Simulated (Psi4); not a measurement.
# B2PLYP/cc-pVDZ (density fitting for correlation) run of C4N2 (2-butynedinitrile)

What is the energy change on altering one bond length of C4N2 (2-butynedinitrile) at B2PLYP/cc-pVDZ (density fitting for correlation)? 

The calculation is run with Psi4 1.11.

4 further runs of the same task are left out: 3 that didn't finish, 1 set aside as unsound or not needed.

## 1. Starting point

C4N2: 6 atoms, total charge 0, spin state singlet. As SMILES, `N#CC#CC#N`. The coordinates come from a PBE0-D4/def2-TZVP relaxation.

Bond lengths: N1–C2 1.155 Å, C2–C3 1.363 Å, C3–C4 1.207 Å, C4–C5 1.363 Å, C5–N6 1.155 Å. Angles: N1–C2–C3 180.0°, C2–C3–C4 180.0°, C3–C4–C5 180.0°, C4–C5–N6 180.0°.

## 2. The energy at B2PLYP/cc-pVDZ (density fitting for correlation)

File run.py:

```python
import numpy as np
from ase.calculators.psi4 import Psi4
from ase import Atoms

atoms = Atoms(['N', 'C', 'C', 'C', 'C', 'N'], positions=[
    [0.017130, -3.020460, 0.788950],
    [0.010700, -1.902840, 0.497280],
    [0.003160, -0.583760, 0.152900],
    [-0.003500, 0.583960, -0.152150],
    [-0.010740, 1.902850, -0.497210],
    [-0.016750, 3.020250, -0.789760],
])
calc = Psi4(atoms=atoms, method='b2plyp', basis='cc-pVDZ', memory='2200MB', num_threads=1, charge=0, multiplicity=1, label='psi4-calc')
calc.psi4.set_options({'puream': True, 'e_convergence': 1e-09, 'd_convergence': 1e-08, 'scf_type': 'pk', 'dft_radial_points': 99, 'dft_spherical_points': 590, 'num_frozen_docc': 6})
atoms.calc = calc

print(f'energy: {atoms.get_potential_energy():.6f} eV')
```

Run with:

```sh
$ python run.py
```

psi4-calc.dat:

```text
[...]
  Running in c1 symmetry.
[...]
  Nuclear repulsion =  144.352590511131666
[...]
  Multiplicity = 1
[...]
  Nalpha       = 19
  Nbeta        = 19
[...]
    Number of basis functions: 84
[...]
   @RKS iter   1:  -261.20009401498106   -1.03545e+00   5.73002e-03 DIIS/ADIIS
[...]
   @RKS iter  11:  -261.31479145203565   -1.30740e-12   9.39447e-09 DIIS
[...]
    Orbital Energies [Eh]
    ---------------------
    Doubly Occupied:
       1A    -14.916139     2A    -14.916135     3A    -10.740429
       4A    -10.737619     5A    -10.730067     6A    -10.730034
       7A     -1.096846     8A     -1.094299     9A     -0.981844
      10A     -0.851649    11A     -0.757045    12A     -0.513307
      13A     -0.513307    14A     -0.498772    15A     -0.497026
      16A     -0.466127    17A     -0.466127    18A     -0.375641
      19A     -0.375641
[...]
  @RKS Final Energy:  -261.31479145203565
   => Energetics <=
    Nuclear Repulsion Energy =            144.3525905111316661
    One-Electron Energy =                -636.6364681175326723
    Two-Electron Energy =                 247.8771628946941235
    DFT Exchange-Correlation Energy =     -16.9080767403287844
    Empirical Dispersion Energy =           0.0000000000000000
    VV10 Nonlocal Energy =                  0.0000000000000000
    Total Energy =                       -261.3147914520356494
[...]
 Multipole Moments:
 ------------------------------------------------------------------------------------
     Multipole            Electronic (a.u.)      Nuclear  (a.u.)        Total (a.u.)
 ------------------------------------------------------------------------------------
 L = 1.  Multiply by 2.5417464519 to convert [e a0] to [Debye]
 Dipole X            :         -0.0002492           -0.0000010           -0.0002502
 Dipole Y            :          0.0001326            0.0000006            0.0001332
 Dipole Z            :          0.0005303            0.0000022            0.0005326
 Magnitude           :                                                    0.0006033
[...]
```

The script printed:

```text
energy: -7118.201770 eV
```

Wall time 26 s (1 thread of Intel Xeon at 2.50GHz (Skylake/Cascade Lake), shared host); peak memory 0.99 GiB.

## 3. The distorted shape, same level

File run.py:

```python
import psi4

psi4.set_memory('2200 MB')
psi4.set_num_threads(1)
psi4.set_output_file('c4n2.out', False)

mol = psi4.geometry("""
0 1
N      0.03407365    -6.02450736     1.57380738
C      0.02192271    -3.91251165     1.02263096
C      0.00767418    -1.41981171     0.37184708
C     -0.00491140     0.78685928    -0.20461388
C     -0.01859302     3.27920017    -0.85668277
N     -0.03165291     5.70744533    -1.49243010
units bohr
symmetry c1
""")

options = {'basis': 'cc-pVDZ', 'reference': 'rks', 'puream': True, 'e_convergence': 1e-09, 'd_convergence': 1e-08, 'scf_type': 'pk', 'dft_radial_points': 99, 'dft_spherical_points': 590, 'num_frozen_docc': 6}
psi4.set_options(options)

energy_value = psi4.energy("b2plyp")
print(f'b2plyp energy: {energy_value:.10f} Eh')
for k, v in sorted(psi4.core.scalar_variables().items()):
    print(f'{k:45s} {v:18.10f}')
```

Run with:

```sh
$ python run.py
```

c4n2.out:

```text
[...]
  Running in c1 symmetry.
[...]
  Nuclear repulsion =  140.754371537992512
[...]
  Multiplicity = 1
[...]
  Nalpha       = 19
  Nbeta        = 19
[...]
    Number of basis functions: 84
[...]
   @RKS iter   1:  -261.16643271394037   -1.26299e+00   5.15821e-03 DIIS/ADIIS
[...]
   @RKS iter  12:  -261.26298723206247   -9.83391e-12   9.54397e-09 DIIS
[...]
    Orbital Energies [Eh]
    ---------------------
    Doubly Occupied:
       1A    -14.958257     2A    -14.918891     3A    -10.766091
       4A    -10.744228     5A    -10.740885     6A    -10.732419
       7A     -1.098170     8A     -1.031406     9A     -0.978686
      10A     -0.855472    11A     -0.763354    12A     -0.509293
      13A     -0.509293    14A     -0.505230    15A     -0.499922
      16A     -0.447795    17A     -0.447795    18A     -0.362448
      19A     -0.362448
[...]
  @RKS Final Energy:  -261.26298723206247
   => Energetics <=
    Nuclear Repulsion Energy =            140.7543715379925118
    One-Electron Energy =                -629.4412065150024773
    Two-Electron Energy =                 244.2557374800413470
    DFT Exchange-Correlation Energy =     -16.8318897350938457
    Empirical Dispersion Energy =           0.0000000000000000
    VV10 Nonlocal Energy =                  0.0000000000000000
    Total Energy =                       -261.2629872320624713
[...]
 Multipole Moments:
 ------------------------------------------------------------------------------------
     Multipole            Electronic (a.u.)      Nuclear  (a.u.)        Total (a.u.)
 ------------------------------------------------------------------------------------
 L = 1.  Multiply by 2.5417464519 to convert [e a0] to [Debye]
 Dipole X            :          0.0001298            0.0000006            0.0001304
 Dipole Y            :         -0.0661470           -0.0003068           -0.0664538
 Dipole Z            :          0.0178422            0.0000827            0.0179249
 Magnitude           :                                                    0.0688290
[...]
```

The script printed:

```text
b2plyp energy: -261.5582330907 Eh
B2PLYP DOUBLE-HYBRID CORRECTION ENERGY             -0.2952458587
B2PLYP TOTAL ENERGY                              -261.5582330907
CURRENT ENERGY                                   -261.5582330907
CURRENT REFERENCE ENERGY                         -261.2629872321
DD SOLVATION ENERGY                                 0.0000000000
DFT FUNCTIONAL TOTAL ENERGY                      -261.2629872321
DFT TOTAL ENERGY                                 -261.5582330907
DFT VV10 ENERGY                                     0.0000000000
DFT XC ENERGY                                     -16.8318897351
DOUBLE-HYBRID CORRECTION ENERGY                    -0.2952458587
GRID ELECTRONS ALPHA                               19.0000000029
GRID ELECTRONS BETA                                19.0000000029
GRID ELECTRONS TOTAL                               38.0000000058
NUCLEAR REPULSION ENERGY                          140.7543715380
ONE-ELECTRON ENERGY                              -629.4412065150
PCM POLARIZATION ENERGY                             0.0000000000
PE ENERGY                                           0.0000000000
SCF ITERATION ENERGY                             -261.2629872321
SCF ITERATIONS                                     12.0000000000
SCF TOTAL ENERGY                                 -261.2629872321
TWO-ELECTRON ENERGY                               244.2557374800
XC GRID RADIAL POINTS                              99.0000000000
XC GRID SPHERICAL POINTS                          590.0000000000
XC GRID TOTAL POINTS                           327108.0000000000
```

Run time: 26 s. Hardware: 1 thread of Intel Xeon at 2.50GHz (Skylake/Cascade Lake), shared host; peak memory 0.96 GiB.

## 4. Outcome

Level: B2PLYP/cc-pVDZ (density fitting for correlation), 6 core orbitals frozen.

| quantity | value |
| --- | --- |
| first shape: total energy | -261.58909 Eh |
| first shape: HOMO energy (SCF part's orbitals) | -10.22 eV |
| first shape: LUMO energy (SCF part's orbitals) | -1.63 eV |
| first shape: HOMO–LUMO gap (SCF part's orbitals) | 8.59 eV |
| distorted shape: total energy | -261.55823 Eh |
| distorted shape: HOMO energy (SCF part's orbitals) | -9.86 eV |
| distorted shape: LUMO energy (SCF part's orbitals) | -2.18 eV |
| distorted shape: HOMO–LUMO gap (SCF part's orbitals) | 7.68 eV |
| energy change with the C5–N6 bond stretched from 1.155 to 1.328 Å | 0.840 eV |

**Reading.** With the C5–N6 bond stretched from 1.155 to 1.328 Å the energy rises by 0.84 eV (81.0 kJ/mol). The first shape isn't relaxed at this level, so the change isn't measured from a minimum.
